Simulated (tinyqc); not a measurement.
Inside a calculation. Method: Born-Oppenheimer dynamics on the UHF/sto-3g surface (energies and gradients from PySCF), for NH, spin multiplicity 3. Computed by tinyqc, a small Python program that keeps every step (integrals from PySCF). Settings: charge = 0, multiplicity = 3, basis = sto-3g, time step (fs) = 0.5, steps = 16. Command: `OMP_NUM_THREADS=1 python tinyqc.py 21712 21713 out.jsonl` (the two numbers bound the seeds that draw the settings). One thread of a shared host (Intel(R) Xeon(R) Processor @ 2.60GHz), about 1 s of CPU time with the checks.

## Velocity Verlet step 1

positions (bohr):
```
          x        y        z
1N  0.00000  0.00000  0.00000
2H  0.00000  0.00000  2.19964
```

velocities (bohr per atomic time unit):
```
              x            y            z
1N  -0.00002377  -0.00004968   0.00002759
2H   0.00033023   0.00069032  -0.00038341
```

gradient (hartree/bohr):
```
            x          y           z
1N  0.0000000  0.0000000  -0.0578867
2H  0.0000000  0.0000000   0.0578867
```

masses (electron masses): 1N 25526.04236, 2H 1837.15259

gradient after step 1 (hartree/bohr):
```
             x           y           z
1N  -0.0001785  -0.0003731  -0.0532657
2H   0.0001785   0.0003731   0.0532657
```

dt = 0.5 fs = 20.6707 atomic units; x' = x + v dt - g dt^2 / (2m); after the new gradient g', v' = v - (g + g') dt / (2m).

positions after step 1 (bohr):
```
           x         y        z
1N  -0.00049  -0.00103  0.00105
2H   0.00683   0.01427  2.18498
```

velocities after step 1 (bohr per atomic time unit):
```
              x            y            z
1N  -0.00002370  -0.00004953   0.00007260
2H   0.00032923   0.00068822  -0.00100872
```

## Velocity Verlet step 2

gradient after step 2 (hartree/bohr):
```
             x           y           z
1N  -0.0002985  -0.0006239  -0.0440823
2H   0.0002985   0.0006239   0.0440823
```

As before.

positions after step 2 (bohr):
```
           x         y        z
1N  -0.00098  -0.00205  0.00300
2H   0.01361   0.02845  2.15794
```

velocities after step 2 (bohr per atomic time unit):
```
              x            y            z
1N  -0.00002350  -0.00004913   0.00011201
2H   0.00032655   0.00068261  -0.00155637
```

## Energy conservation

The total energy should stay constant up to terms of order dt^2; the step counts as short enough if it moves by less than 2 % of the largest kinetic energy.

Trajectory:
```
time (fs)  1N-2H (angstrom)  potential (hartree)  kinetic (hartree)  total (hartree)
0.00000             1.16400          -54.2589356          0.0007214      -54.2582142
0.50000             1.15572          -54.2598055          0.0015751      -54.2582304
1.00000             1.14048          -54.2612091          0.0029490      -54.2582601
1.50000             1.11951          -54.2626827          0.0043847      -54.2582980
2.00000             1.09465          -54.2636517          0.0053197      -54.2583320
2.50000             1.06845          -54.2636296          0.0052862      -54.2583434
3.00000             1.04396          -54.2625004          0.0041839      -54.2583165
3.50000             1.02445          -54.2607350          0.0024789      -54.2582561
4.00000             1.01283          -54.2592834          0.0010853      -54.2581982
4.50000             1.01100          -54.2590254          0.0008382      -54.2581873
5.00000             1.01925          -54.2601246          0.0018921      -54.2582325
5.50000             1.03623          -54.2618985          0.0036011      -54.2582974
6.00000             1.05931          -54.2633416          0.0050030      -54.2583386
6.50000             1.08528          -54.2637746          0.0054349      -54.2583397
7.00000             1.11094          -54.2631175          0.0048059      -54.2583115
7.50000             1.13355          -54.2617576          0.0034845      -54.2582732
8.00000             1.15102          -54.2602669          0.0020273      -54.2582396
```

The total energy moves within 1.6e-04 hartree; that is over 2 % of the largest kinetic energy, so the time step is too long.
